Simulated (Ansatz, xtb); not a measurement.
Loss of H2: Si(OH)2 → SiO2 + H2

Species: Si(OH)2, singlet; SiO2 (silicon dioxide molecule) `O=[Si]=O`, singlet; H2 (hydrogen), singlet. 

Shapes, held fixed at every level: PBE0-D4/def2-TZVP. Flexible molecules stand in one conformer, not always the lowest. Programs: Ansatz 0.2.0, xtb 6.7.1. The zero-point and thermal change to 298 K, harmonic and unscaled (PBE0-D4/def2-TZVP), is -22.5 kJ/mol.

**Question.** Estimate ΔH(298 K) of this reaction.

**Answer.** The highest level, CCSD(T)/CBS estimate, gives ΔH(298 K) = +220.7 kJ/mol; the levels span -210.8 to +258.2. They disagree on the sign: 8 of 9 are positive. GFN0-xTB strays far from the other rows. The column of differences is taken from that level and isn't an error. No measured value is set beside it here. The CBS estimate extrapolates MP2 from def2-TZVPP and def2-QZVPP and adds CCSD(T) − MP2 in the triple-zeta set, cores frozen; for H2 it overshoots the exact energy by about 1 mEh.

```csv
level,kind,ΔH(298 K) (kJ/mol),less CCSD(T)/CBS estimate
GFN0-xTB,semi-empirical,-210.8,-431.5
SPW92/def2-TZVPP,LDA,+252.0,+31.3
B3LYP-D4/def2-TZVPP,global hybrid,+219.0,-1.7
BHLYP-D4/def2-TZVPP,global hybrid,+258.2,+37.5
r2SCAN0-D4/def2-TZVPP,global hybrid,+240.7,+20.0
CCSD(T)/def2-SVP,coupled cluster or CI,+225.4,+4.7
CCSD/def2-SVP,coupled cluster or CI,+242.9,+22.2
CCSD(T)/def2-TZVPP,coupled cluster or CI,+219.8,-0.9
CCSD(T)/CBS estimate,coupled cluster or CI,+220.7,0.0
```
